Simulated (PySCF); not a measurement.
**Badger's rule along the second period: bonds to Li**

PBE0 in PySCF with def2-TZVP on every atom, for the lowest determinant that a PBE0 search found; no spin–orbit coupling. Badger's rule says that Re = d + c·k^(−1/3) for bonds between atoms of fixed rows.

| molecule | state (unpaired electrons) | Re (Å) | k (mdyn/Å) |
| --- | --- | --- | --- |
| LiF | singlet (closed shell) | 1.561 | 2.60 |
| LiO | doublet (π ↑) | 1.681 | ? |
| LiN | triplet (π ↑↑) | 1.857 | ? |
| LiC | quartet (σ ↑, π ↑↑) | 1.875 | ? |
| LiB | triplet (σ ↑, π ↑) | 2.130 | 0.756 |

Question: Fix c and d from LiF and LiB.

Answer: c = (2.13 − 1.561)/(0.756^(−1/3) − 2.6^(−1/3)) = 1.536, d = 1.561 − c·2.6^(−1/3) = 0.444 Å.

Question: Predict k of the others and set the computed values beside them.

Answer: 

```json
{"molecule": "LiO", "k by the rule": "1.91", "k computed": "1.98", "difference (%)": "-3"}
{"molecule": "LiN", "k by the rule": "1.28", "k computed": "1.26", "difference (%)": "2"}
{"molecule": "LiC", "k by the rule": "1.24", "k computed": "1.29", "difference (%)": "-4"}
```

The rule misses by 3 % on average, well for two fitted constants.

States were picked by a PBE0 search and need not be the measured ground states.
